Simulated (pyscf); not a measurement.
**Concerted two-bond exchange: `[OH][GaH2]` + `[ClH]` -> `[OH][GaH][Cl]` + `[H][H]`**

Gas phase, singlet surface, charge 0. Bonds broken: Ga2–H7, H4–Cl6. Bonds formed: Ga2–Cl6, H4–H7. Optimised with ωB97X-D3(BJ)/def2-SVP in PySCF.

Transition state (Å):

```xyz
7

O      1.5781     1.0806     0.4297
Ga     0.3413    -0.1357     0.0514
H      1.2940     1.8494     0.9347
H     -1.4767     0.3212     0.5018
H      0.6033    -1.4027    -0.7854
Cl    -1.6877     1.0352    -0.8130
H     -0.8673    -0.2579     1.2523
```

One imaginary mode, 1033i cm⁻¹; descent along it reached the two sides named, in the forms told below.

| bond | change | reactant side (Å) | saddle | product side |
|---|---|---|---|---|
| Ga2–H7 | breaks | 1.572 | 1.708 | 2.7 |
| H4–Cl6 | breaks | 1.287 | 1.511 | 3.0 |
| Ga2–Cl6 | forms | 2.8 | 2.497 | 2.153 |
| H4–H7 | forms | 2.8 | 1.127 | 0.762 |

Electronic energies relative to the separated reactants (kcal/mol):

```tsv
level	barrier	reaction energy	reverse barrier
ωB97X-D3(BJ)/def2-TZVP	5.9	-28.4	34.3
PBE/def2-TZVP	2.4	-25.6	28.0
r²SCAN/def2-TZVP	2.0	-27.7	29.7
B3LYP-D3(BJ)/def2-TZVP	6.4	-26.4	32.8
PBE0-D3(BJ)/def2-TZVP	3.6	-26.2	29.8
M06-2X/def2-TZVP	4.7	-30.6	35.2
ωB97M-D3(BJ)/def2-TZVP	8.5	-25.4	33.9
HF/def2-TZVP	20.7	-26.0	46.7
```

With ωB97M-D3(BJ)/def2-TZVP energies and thermal terms (ideal gas, 1 atm, RRHO with modes under 100 cm⁻¹ raised to 100, one conformer, R ln 2 for chiral ones without a mode under 150 cm⁻¹), in kcal/mol:

| T (K) | ΔH‡ | ΔG‡ | ΔH | ΔG |
|---|---|---|---|---|
| 298 | 7.8 | 17.5 | -26.0 | -24.6 |
| 600 | 7.7 | 27.5 | -25.3 | -23.5 |
| 900 | 8.0 | 37.3 | -24.9 | -22.7 |
| 1200 | 8.4 | 47.0 | -24.7 | -22.0 |

On the reactant side the descent ends in a complex, 5.5 kcal/mol under the separated species and 11.3 kcal/mol under the saddle at ωB97X-D3(BJ)/def2-TZVP. This saddle turned up in a search for another step; its sides and bond changes are read from the two ends of the descent. One saddle was located; it need not be the lowest between these sides. Elements up to Kr have no core potential and no relativistic terms here.
